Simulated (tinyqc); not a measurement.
Worked calculation: geometry optimisation on the unrestricted B3LYP (VWN-RPA form)/sto-3g surface (energies and gradients from PySCF), for BH, spin multiplicity 3. Computed by tinyqc, a small Python program that keeps every step (integrals from PySCF). Settings: charge = 0, multiplicity = 3, basis = sto-3g, functional = b3lyp, optimiser = bfgs, first Hessian = 1.0, largest step = 0.1, iteration cap = 30. Command: `OMP_NUM_THREADS=1 python tinyqc.py 25927 25928 out.jsonl` (the two numbers bound the seeds that draw the settings). One thread of a shared host (Intel(R) Xeon(R) Processor @ 2.60GHz), about 3 s of CPU time with the checks.

## Step 1: energy and gradient

positions at the start (bohr):
```
,x,y,z
1B,0.000000,0.000000,0.000000
2H,0.000000,0.000000,2.275230
```

Self-consistent energy and analytic gradient at these positions.

energy = -24.88755339 hartree

gradient (hartree/bohr):
```
,x,y,z
1B,0.00000000,0.00000000,-0.01469703
2H,0.00000000,0.00000000,0.01469740
```

## Step 1: move

Quasi-Newton step p = -H^(-1) g (first H = 1 times the unit matrix); steps longer than 0.1 bohr are cut back.

positions after step 1 (bohr):
```
,x,y,z
1B,0.000000,0.000000,0.014697
2H,0.000000,0.000000,2.260533
```

## Step 2: energy and gradient

As before.

energy = -24.88786664 hartree

gradient (hartree/bohr):
```
,x,y,z
1B,0.00000000,0.00000000,-0.00651062
2H,0.00000000,0.00000000,0.00651067
```

## Step 2: move

inverse Hessian in use (bohr^2/hartree), lower triangle:
```
,1,2,3,4,5,6
1,1.000000
2,0.000000,1.000000
3,0.000000,0.000000,1.397639
4,0.000000,0.000000,0.000000,1.000000
5,0.000000,0.000000,0.000000,0.000000,1.000000
6,0.000000,0.000000,-0.397642,0.000000,0.000000,1.397645
```

Quasi-Newton step p = -H^(-1) g (the inverse Hessian comes from BFGS updates; coordinates in the order x, y, z of each atom); steps longer than 0.1 bohr are cut back.

positions after step 2 (bohr):
```
,x,y,z
1B,0.000000,0.000000,0.026385
2H,0.000000,0.000000,2.248844
```

## Convergence

Stop when the largest gradient component is below 3e-5 hartree/bohr. The inverse Hessian follows the BFGS update with s = step, y = change of gradient.

Course of the optimisation:
```
step,E (hartree),largest gradient (hartree/bohr)
1,-24.88755339,1.47e-02
2,-24.88786664,6.51e-03
3,-24.88793819,4.54e-04
4,-24.88793849,1.28e-05
```

Final distances (angstrom):
```
pair,distance
2H-1B,1.176880
```

Converged in 4 steps.
